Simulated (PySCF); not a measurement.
# Working out the ionisation energy of C

C [He] 2s2 2p2 (3P) → C⁺ [He] 2s2 2p1 (2P). Calculation: PySCF 2.14, in x2c-TZVPPall; the spin-free X2C one-electron Hamiltonian (Gaussian nucleus). Frozen: 1s2. Energies in hartree (1 hartree = 27.21139 eV):

```tsv
part	C (lower)	C⁺ (upper)
UHF	-37.707437	-37.310662
CCSD correlation	-0.086527	-0.073872
(T)	-0.002030	-0.001135
```

Task: What does Hartree-Fock give?

Result: (-37.310662) − (-37.707437) = 0.396775 hartree = 10.797 eV.

Task: What do CCSD and CCSD(T) give?

Result: The CCSD correlation energies differ by 0.012655 hartree = 0.344 eV and the triples by 0.000895 hartree = 0.024 eV, so CCSD gives 11.141 eV and CCSD(T) 11.165 eV.

Measured between the centres of the two terms (NIST): 11.262 eV, so CCSD(T) (valence) is off by -0.097 eV.

What remains against the reference includes basis incompleteness, the frozen core and higher excitations.
